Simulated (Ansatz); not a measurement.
Nudged elastic band run: CH5NS2

Input:

```yaml
crystal:
  periodic: [false, false, false]
  atoms:
    - { symbol: "N", position_ang: [-0.771618, 1.17149, -0.112374] }
    - { symbol: C, position_ang: [0.294417, 0.448715, -0.697269] }
    - { symbol: S, position_ang: [0.201564, -1.415547, -0.655453] }
    - { symbol: S, position_ang: [-0.032624, -1.739906, 1.372356] }
    - { symbol: H, position_ang: [-1.664662, 0.92819, -0.535893] }
    - { symbol: H, position_ang: [-0.838472, 0.970443, 0.884744] }
    - { symbol: H, position_ang: [1.249329, 0.727356, -0.227071] }
    - { symbol: H, position_ang: [0.375304, 0.655171, -1.777605] }
    - { symbol: H, position_ang: [1.275263, -1.792312, 1.731364] }
basis:
  gaussian: { orbitals: def2-SVP }
hamiltonian:
  xc: pbe0
  dispersion: d4
neb:
  order_check: false
  images: 5
  f_tol: 0.05
  max_iterations: 60
  final_atoms:
    - { symbol: "N", position_ang: [-0.45294744, 1.02609673, -0.20092693] }
    - { symbol: C, position_ang: [0.20591579, 0.02805943, -1.08919184] }
    - { symbol: S, position_ang: [-0.3696965, -1.49141914, -0.74096375] }
    - { symbol: S, position_ang: [-0.01453008, -1.67987192, 1.55424514] }
    - { symbol: H, position_ang: [-1.46422776, 1.03397927, -0.37350686] }
    - { symbol: H, position_ang: [-0.33024808, 0.69731691, 0.79169879] }
    - { symbol: H, position_ang: [-0.09102555, 1.97896077, -0.30281568] }
    - { symbol: H, position_ang: [1.28565525, 0.2272969, -1.09919075] }
    - { symbol: H, position_ang: [1.31960537, -1.86681895, 1.44345088] }
  initial_path:
    images:
      - { positions_ang: [[-0.771618, 1.17149, -0.112374], [0.294417, 0.448715, -0.697269], [0.201564, -1.415547, -0.655453], [-0.032624, -1.739906, 1.372356], [-1.664662, 0.92819, -0.535893], [-0.838472, 0.970443, 0.884744], [1.249329, 0.727356, -0.227071], [0.375304, 0.655171, -1.777605], [1.275263, -1.792312, 1.731364]] }
      - { positions_ang: [[-0.70009272, 1.15020175, -0.11696809], [0.32537408, 0.39603973, -0.71599106], [0.10070989, -1.42638954, -0.63007113], [-0.00523952, -1.73275951, 1.40331317], [-1.6106091, 0.93023488, -0.55052295], [-0.79133161, 0.93908015, 0.86742466], [1.07668318, 0.9496994, -0.19017555], [0.41667533, 0.61485509, -1.79496831], [1.27633148, -1.86736194, 1.71075826]] }
      - { positions_ang: [[-0.62856744, 1.12891349, -0.12156218], [0.35633115, 0.34336445, -0.73471312], [-0.00014421, -1.43723208, -0.60468927], [0.02214496, -1.72561302, 1.43427034], [-1.55655621, 0.93227975, -0.56515289], [-0.74419123, 0.9077173, 0.85010532], [0.90403737, 1.17204279, -0.1532801], [0.45804665, 0.57453919, -1.81233162], [1.27739995, -1.94241187, 1.69015252]] }
      - { positions_ang: [[-0.55704215, 1.10762524, -0.12615626], [0.38728823, 0.29068918, -0.75343518], [-0.10099832, -1.44807462, -0.5793074], [0.04952944, -1.71846653, 1.46522751], [-1.50250331, 0.93432463, -0.57978284], [-0.69705084, 0.87635445, 0.83278599], [0.73139155, 1.39438619, -0.11638465], [0.49941798, 0.53422328, -1.82969493], [1.27846843, -2.01746181, 1.66954677]] }
      - { positions_ang: [[-0.52234392, 1.08044907, -0.15107982], [0.32683075, 0.20314593, -0.86535407], [-0.19056438, -1.4625228, -0.63319285], [0.02817627, -1.70560166, 1.49490005], [-1.4897448, 0.96754284, -0.51102418], [-0.57478325, 0.81667527, 0.81909025], [0.45725252, 1.58924438, -0.17852833], [0.76149707, 0.43191449, -1.58619354], [1.29218074, -1.96724752, 1.59418147]] }
      - { positions_ang: [[-0.48764568, 1.0532729, -0.17600337], [0.26637327, 0.11560268, -0.97727295], [-0.28013044, -1.47697097, -0.6870783], [0.00682309, -1.69273679, 1.5245726], [-1.47698628, 1.00076106, -0.44226552], [-0.45251567, 0.75699609, 0.80539452], [0.18311348, 1.78410257, -0.240672], [1.02357616, 0.32960569, -1.34269214], [1.30589306, -1.91703324, 1.51881618]] }
      - { positions_ang: [[-0.45294744, 1.02609673, -0.20092693], [0.20591579, 0.02805943, -1.08919184], [-0.3696965, -1.49141914, -0.74096375], [-0.01453008, -1.67987192, 1.55424514], [-1.46422776, 1.03397927, -0.37350686], [-0.33024808, 0.69731691, 0.79169879], [-0.09102555, 1.97896077, -0.30281568], [1.28565525, 0.2272969, -1.09919075], [1.31960537, -1.86681895, 1.44345088]] }
```

Launched with:

```bash
$ ansatz run input.yaml --threads 2 --pin off --max-ram 3072MiB --backend cpu --events-out ev --progress --plain --runs-dir out
```

Output, in part (warnings, iteration lines, the closing report on the highest movable image, with atoms numbered from 0):

```
NEB end point (image 0): max|allowed force component| = 1.533e-2 eV/Å (the criterion of neb.relax_end_points is 1.000e-2)
NEB end point (image 6): max|allowed force component| = 6.185e-3 eV/Å (the criterion of neb.relax_end_points is 1.000e-2)
NEB iter   1: max|band force component| = 1.399e1 eV/Å  barrier→ = 5.2417 eV  barrier← = 3.3554 eV  Δτ_max = 0.1915 Å  (187 SCF iters)
NEB iter   2: max|band force component| = 2.705e0 eV/Å  barrier→ = 3.4455 eV  barrier← = 1.5593 eV  Δτ_max = 0.2000 Å  (149 SCF iters)
NEB iter   3: max|band force component| = 1.186e0 eV/Å  barrier→ = 3.3494 eV  barrier← = 1.4632 eV  Δτ_max = 0.2000 Å  (149 SCF iters)
NEB iter   4: max|band force component| = 2.375e0 eV/Å  barrier→ = 3.7903 eV  barrier← = 1.9041 eV  Δτ_max = 0.0994 Å  (150 SCF iters)
NEB iter   5: max|band force component| = 2.022e0 eV/Å  barrier→ = 3.6299 eV  barrier← = 1.7437 eV  Δτ_max = 0.0997 Å  (147 SCF iters)
NEB iter   6: max|band force component| = 1.112e0 eV/Å  barrier→ = 3.4637 eV  barrier← = 1.5775 eV  Δτ_max = 0.0994 Å  (147 SCF iters)
NEB iter   7: max|band force component| = 1.172e0 eV/Å  barrier→ = 3.3674 eV  barrier← = 1.4812 eV  Δτ_max = 0.0504 Å  (143 SCF iters)
NEB iter   8: max|band force component| = 7.382e-1 eV/Å  barrier→ = 3.2731 eV  barrier← = 1.3869 eV  Δτ_max = 0.0500 Å  (150 SCF iters)
NEB iter   9: max|band force component| = 6.219e-1 eV/Å  barrier→ = 3.2268 eV  barrier← = 1.3405 eV  Δτ_max = 0.0495 Å  (144 SCF iters)
NEB iter  10: max|band force component| = 6.101e-1 eV/Å  barrier→ = 3.1742 eV  barrier← = 1.2880 eV  Δτ_max = 0.0502 Å  (142 SCF iters)
NEB iter  11: max|band force component| = 9.074e-1 eV/Å  barrier→ = 3.1160 eV  barrier← = 1.2298 eV  CI = image 3  Δτ_max = 0.0497 Å  (147 SCF iters)
NEB iter  12: max|band force component| = 1.256e0 eV/Å  barrier→ = 3.2193 eV  barrier← = 1.3331 eV  CI = image 3  Δτ_max = 0.0990 Å  (137 SCF iters)
NEB iter  13: max|band force component| = 9.339e-1 eV/Å  barrier→ = 3.4078 eV  barrier← = 1.5216 eV  CI = image 3  Δτ_max = 0.1979 Å  (143 SCF iters)
NEB iter  14: max|band force component| = 1.383e0 eV/Å  barrier→ = 3.4738 eV  barrier← = 1.5876 eV  CI = image 3  Δτ_max = 0.1002 Å  (146 SCF iters)
NEB iter  15: max|band force component| = 3.500e-1 eV/Å  barrier→ = 3.3996 eV  barrier← = 1.5134 eV  CI = image 3  Δτ_max = 0.0849 Å  (148 SCF iters)
NEB iter  16: max|band force component| = 2.898e-1 eV/Å  barrier→ = 3.3903 eV  barrier← = 1.5040 eV  CI = image 3  Δτ_max = 0.0451 Å  (146 SCF iters)
NEB iter  17: max|band force component| = 1.930e-1 eV/Å  barrier→ = 3.3862 eV  barrier← = 1.5000 eV  CI = image 3  Δτ_max = 0.0797 Å  (143 SCF iters)
NEB iter  18: max|band force component| = 3.213e-1 eV/Å  barrier→ = 3.3835 eV  barrier← = 1.4973 eV  CI = image 3  Δτ_max = 0.0396 Å  (147 SCF iters)
NEB iter  19: max|band force component| = 1.327e-1 eV/Å  barrier→ = 3.3810 eV  barrier← = 1.4948 eV  CI = image 3  Δτ_max = 0.0398 Å  (142 SCF iters)
NEB iter  20: max|band force component| = 1.369e-1 eV/Å  barrier→ = 3.3796 eV  barrier← = 1.4934 eV  CI = image 3  Δτ_max = 0.0199 Å  (141 SCF iters)
NEB iter  21: max|band force component| = 9.409e-2 eV/Å  barrier→ = 3.3786 eV  barrier← = 1.4924 eV  CI = image 3  Δτ_max = 0.0199 Å  (140 SCF iters)
NEB iter  22: max|band force component| = 8.833e-2 eV/Å  barrier→ = 3.3775 eV  barrier← = 1.4912 eV  CI = image 3  Δτ_max = 0.0199 Å  (138 SCF iters)
NEB iter  23: max|band force component| = 7.016e-2 eV/Å  barrier→ = 3.3764 eV  barrier← = 1.4902 eV  CI = image 3  Δτ_max = 0.0199 Å  (135 SCF iters)
NEB iter  24: max|band force component| = 6.270e-2 eV/Å  barrier→ = 3.3754 eV  barrier← = 1.4892 eV  CI = image 3  Δτ_max = 0.0398 Å  (137 SCF iters)
NEB iter  25: max|band force component| = 7.412e-2 eV/Å  barrier→ = 3.3740 eV  barrier← = 1.4877 eV  CI = image 3  Δτ_max = 0.0399 Å  (147 SCF iters)
NEB iter  26: max|band force component| = 2.727e-1 eV/Å  barrier→ = 3.3733 eV  barrier← = 1.4871 eV  CI = image 3  Δτ_max = 0.0199 Å  (143 SCF iters)
NEB iter  27: max|band force component| = 7.048e-2 eV/Å  barrier→ = 3.3733 eV  barrier← = 1.4870 eV  CI = image 3  Δτ_max = 0.0398 Å  (142 SCF iters)
NEB iter  28: max|band force component| = 8.315e-2 eV/Å  barrier→ = 3.3727 eV  barrier← = 1.4865 eV  CI = image 3  Δτ_max = 0.0398 Å  (140 SCF iters)
NEB iter  29: max|band force component| = 9.846e-2 eV/Å  barrier→ = 3.3726 eV  barrier← = 1.4863 eV  CI = image 3  Δτ_max = 0.0795 Å  (127 SCF iters)
NEB iter  30: max|band force component| = 1.305e-1 eV/Å  barrier→ = 3.3725 eV  barrier← = 1.4863 eV  CI = image 3  Δτ_max = 0.0795 Å  (125 SCF iters)
NEB iter  31: max|band force component| = 1.508e-1 eV/Å  barrier→ = 3.3725 eV  barrier← = 1.4862 eV  CI = image 3  Δτ_max = 0.0796 Å  (123 SCF iters)
NEB iter  32: max|band force component| = 1.610e-1 eV/Å  barrier→ = 3.3725 eV  barrier← = 1.4862 eV  CI = image 3  Δτ_max = 0.0795 Å  (124 SCF iters)
NEB iter  33: max|band force component| = 1.718e-1 eV/Å  barrier→ = 3.3724 eV  barrier← = 1.4862 eV  CI = image 3  Δτ_max = 0.0398 Å  (124 SCF iters)
NEB iter  34: max|band force component| = 1.468e-1 eV/Å  barrier→ = 3.3724 eV  barrier← = 1.4862 eV  CI = image 3  Δτ_max = 0.0398 Å  (127 SCF iters)
NEB iter  35: max|band force component| = 1.524e-1 eV/Å  barrier→ = 3.3724 eV  barrier← = 1.4861 eV  CI = image 3  Δτ_max = 0.0398 Å  (125 SCF iters)
NEB iter  36: max|band force component| = 1.528e-1 eV/Å  barrier→ = 3.3724 eV  barrier← = 1.4861 eV  CI = image 3  Δτ_max = 0.0793 Å  (126 SCF iters)
NEB iter  37: max|band force component| = 1.385e-1 eV/Å  barrier→ = 3.3724 eV  barrier← = 1.4861 eV  CI = image 3  Δτ_max = 0.1166 Å  (124 SCF iters)
NEB iter  38: max|band force component| = 9.667e-2 eV/Å  barrier→ = 3.3723 eV  barrier← = 1.4861 eV  CI = image 3  Δτ_max = 0.0700 Å  (125 SCF iters)
NEB iter  39: max|band force component| = 7.991e-2 eV/Å  barrier→ = 3.3723 eV  barrier← = 1.4861 eV  CI = image 3  Δτ_max = 0.0259 Å  (119 SCF iters)
NEB iter  40: max|band force component| = 9.420e-2 eV/Å  barrier→ = 3.3723 eV  barrier← = 1.4861 eV  CI = image 3  Δτ_max = 0.0109 Å  (121 SCF iters)
NEB iter  41: max|band force component| = 4.737e-2 eV/Å  barrier→ = 3.3723 eV  barrier← = 1.4861 eV  CI = image 3  Δτ_max = 0.0000 Å  (247 SCF iters)
Total energy: -24256.73259311 eV, -891.4184809928 hartree
Atom 0 at    -0.698018     1.280891    -0.216827 Å, force    -0.002905    -0.000527     0.003143 eV/Å
Atom 1 at     0.282195     0.103759    -0.599283 Å, force     0.002100    -0.000981     0.000700 eV/Å
Atom 2 at    -0.261807    -1.483614    -0.247828 Å, force    -0.003135     0.001064    -0.002247 eV/Å
Atom 3 at     0.494473    -1.947486     1.689507 Å, force     0.002119     0.001597    -0.001419 eV/Å
Atom 4 at    -1.198054     1.762497    -0.968374 Å, force     0.001621     0.000105    -0.000288 eV/Å
Atom 5 at    -1.306281     0.990552     0.546887 Å, force    -0.001193    -0.000063    -0.000575 eV/Å
Atom 6 at     0.405537     1.309359     0.097323 Å, force     0.000930    -0.000096    -0.001139 eV/Å
Atom 7 at     0.637338     0.269810    -1.620983 Å, force     0.000284    -0.000881     0.000292 eV/Å
Atom 8 at     1.733118    -2.332168     1.302377 Å, force     0.000179    -0.000219     0.001533 eV/Å
Dipole moment:    -0.248039     0.756089    -0.251841 e Å
```

It converged. The profile has 2 maxima (images 3, 5) with wells between them (image 4): this band takes more than one step, which may be the mechanism or a detour left from its start path. Neighbouring images differ by up to 3.0 eV, so the band resolves the path poorly. A vibrational analysis at the climbing image gives one clearly imaginary mode, 1568i cm⁻¹: a first-order saddle point. The orbitals stay closed-shell, which can raise the energy where a bond breaks towards radicals; this wasn't checked here.

Final band (atoms are numbered from 1 in the order of the input):

```json
{"image": "0", "path coordinate (Å)": "0.00", "energy (eV)": "0.00", "C2–H7 (Å)": "1.10", "N1–H7 (Å)": "2.07"}
{"image": "1", "path coordinate (Å)": "0.92", "energy (eV)": "0.05", "C2–H7 (Å)": "1.10", "N1–H7 (Å)": "2.08"}
{"image": "2", "path coordinate (Å)": "1.84", "energy (eV)": "0.42", "C2–H7 (Å)": "1.09", "N1–H7 (Å)": "1.92"}
{"image": "3", "path coordinate (Å)": "2.76", "energy (eV)": "3.37", "C2–H7 (Å)": "1.40", "N1–H7 (Å)": "1.15"}
{"image": "4", "path coordinate (Å)": "4.30", "energy (eV)": "1.90", "C2–H7 (Å)": "2.10", "N1–H7 (Å)": "1.04"}
{"image": "5", "path coordinate (Å)": "5.83", "energy (eV)": "2.05", "C2–H7 (Å)": "2.14", "N1–H7 (Å)": "1.03"}
{"image": "6", "path coordinate (Å)": "7.37", "energy (eV)": "1.89", "C2–H7 (Å)": "2.12", "N1–H7 (Å)": "1.02"}
```

The run took 6.4 min on 2 threads of Arm Neoverse V1 (shared host), peak memory 0.18 GiB.
